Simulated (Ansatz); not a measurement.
Nudged elastic band run: BClH2N

The input (input.yaml):

```yaml
crystal:
  periodic: [false, false, false]
  atoms:
    - { symbol: "N", position_ang: [-0.339213, 0.420256, -0.263633] }
    - { symbol: B, position_ang: [-0.121741, -0.537529, 0.725113] }
    - { symbol: Cl, position_ang: [1.384873, -1.560719, 0.796859] }
    - { symbol: H, position_ang: [-1.191278, 0.977296, -0.278207] }
    - { symbol: H, position_ang: [0.317258, 0.626996, -1.021532] }
magnetization:
  spin_polarized: true
  initial_magnetization: 1
basis:
  gaussian: { orbitals: "6-31G" }
hamiltonian:
  xc: pbe
neb:
  order_check: false
  images: 5
  f_tol: 0.03
  max_iterations: 10
  final_atoms:
    - { symbol: "N", position_ang: [0.15131316, 0.50806911, -0.77351896] }
    - { symbol: B, position_ang: [-0.2504746, -0.13399018, 0.33759079] }
    - { symbol: Cl, position_ang: [0.82982959, -1.44324077, 1.08827426] }
    - { symbol: H, position_ang: [-1.29507859, 0.09180441, 0.88549916] }
    - { symbol: H, position_ang: [0.61430944, 0.90365742, -1.57924525] }
  initial_path:
    images:
      - { positions_ang: [[-0.339213, 0.420256, -0.263633], [-0.121741, -0.537529, 0.725113], [1.384873, -1.560719, 0.796859], [-1.191278, 0.977296, -0.278207], [0.317258, 0.626996, -1.021532]] }
      - { positions_ang: [[-0.33766392, 0.41995745, -0.41543385], [-0.18812627, -0.51495013, 0.63584125], [1.33249339, -1.47426744, 0.83482581], [-1.16607984, 0.89919062, -0.03249152], [0.40927564, 0.59636949, -1.0641417]] }
      - { positions_ang: [[-0.33611483, 0.41965891, -0.56723469], [-0.25451154, -0.49237126, 0.5465695], [1.28011377, -1.38781589, 0.87279262], [-1.14088168, 0.82108525, 0.21322396], [0.50129329, 0.56574299, -1.1067514]] }
      - { positions_ang: [[-0.33456575, 0.41936036, -0.71903554], [-0.32089682, -0.46979238, 0.45729776], [1.22773416, -1.30136433, 0.91075943], [-1.11568353, 0.74297987, 0.45893944], [0.59331093, 0.53511648, -1.1493611]] }
      - { positions_ang: [[-0.17260611, 0.44892994, -0.73719668], [-0.29742274, -0.35785831, 0.41739543], [1.0950993, -1.34865648, 0.96993104], [-1.17548188, 0.52592139, 0.60112602], [0.60031043, 0.65796346, -1.29265581]] }
      - { positions_ang: [[-0.01064648, 0.47849953, -0.75535782], [-0.27394867, -0.24592425, 0.37749311], [0.96246445, -1.39594862, 1.02910265], [-1.23528024, 0.3088629, 0.74331259], [0.60730994, 0.78081044, -1.43595053]] }
      - { positions_ang: [[0.15131316, 0.50806911, -0.77351896], [-0.2504746, -0.13399018, 0.33759079], [0.82982959, -1.44324077, 1.08827426], [-1.29507859, 0.09180441, 0.88549916], [0.61430944, 0.90365742, -1.57924525]] }
```

Command:

```bash
$ ansatz run input.yaml --threads 1 --pin off --max-ram 2048MiB --backend cpu --events-out ev --progress --plain --runs-dir out
```

Output, in part (warnings, iteration lines):

```
NEB end point (image 0): max|allowed force component| = 6.444e-3 eV/Å (the criterion of neb.relax_end_points is 1.000e-2)
NEB end point (image 6): max|allowed force component| = 1.031e-2 eV/Å (the criterion of neb.relax_end_points is 1.000e-2)
NEB iter   1: max|band force component| = 3.771e0 eV/Å  barrier→ = 3.0484 eV  barrier← = 2.5754 eV  Δτ_max = 0.1985 Å  (259 SCF iters)
NEB iter   2: max|band force component| = 1.818e0 eV/Å  barrier→ = 2.3781 eV  barrier← = 1.9051 eV  Δτ_max = 0.1653 Å  (145 SCF iters)
NEB iter   3: max|band force component| = 7.980e-1 eV/Å  barrier→ = 2.2571 eV  barrier← = 1.7842 eV  Δτ_max = 0.1591 Å  (139 SCF iters)
NEB iter   4: max|band force component| = 6.568e-1 eV/Å  barrier→ = 2.1696 eV  barrier← = 1.6966 eV  Δτ_max = 0.1859 Å  (131 SCF iters)
NEB iter   5: max|band force component| = 1.288e0 eV/Å  barrier→ = 2.0946 eV  barrier← = 1.6216 eV  Δτ_max = 0.1011 Å  (144 SCF iters)
NEB iter   6: max|band force component| = 6.554e-1 eV/Å  barrier→ = 2.0689 eV  barrier← = 1.5959 eV  Δτ_max = 0.1009 Å  (134 SCF iters)
NEB iter   7: max|band force component| = 3.889e-1 eV/Å  barrier→ = 2.0494 eV  barrier← = 1.5764 eV  CI = image 3  Δτ_max = 0.0774 Å  (134 SCF iters)
NEB iter   8: max|band force component| = 2.859e-1 eV/Å  barrier→ = 2.0484 eV  barrier← = 1.5754 eV  CI = image 3  Δτ_max = 0.0255 Å  (123 SCF iters)
NEB iter   9: max|band force component| = 8.266e-2 eV/Å  barrier→ = 2.0474 eV  barrier← = 1.5745 eV  CI = image 3  Δτ_max = 0.0176 Å  (121 SCF iters)
NEB iter  10: max|band force component| = 8.295e-2 eV/Å  barrier→ = 2.0471 eV  barrier← = 1.5742 eV  CI = image 3  Δτ_max = 0.0088 Å  (116 SCF iters)
Error: NEB band did not converge after 10 iterations: max|band force component| = 8.29e-2 eV/Å (threshold 3.0e-2); raise `neb.max_iterations` in a new run, which can start from the last band evaluated (`neb.initial_path`, with `crystal.atoms` and `neb.final_atoms` set to its first and last images), …
```

The run ended unconverged. The band didn't meet its force threshold, so its energies are provisional: the largest band force was still 0.08 eV/Å, and over the last iterations the top stayed at 2.05 eV. Limits of this set-up: no polarisation functions.

Final band (atoms are numbered from 1 in the order of the input):

| image | path coordinate (Å) | energy (kJ/mol) | N1–H4 (Å) | B2–H4 (Å) |
| --- | --- | --- | --- | --- |
| 0 | 0.00 | 0.0 | 1.02 | 2.11 |
| 1 | 0.43 | 19.2 | 1.02 | 1.96 |
| 2 | 0.86 | 92.9 | 1.05 | 1.67 |
| 3 | 1.30 | 197.5 | 1.34 | 1.39 |
| 4 | 1.73 | 102.8 | 1.80 | 1.25 |
| 5 | 2.16 | 46.7 | 2.19 | 1.21 |
| 6 | 2.60 | 45.6 | 2.24 | 1.20 |

The run took 2.7 min on 1 thread of AMD EPYC (Zen 3), on a shared host, peak memory 0.1 GiB.
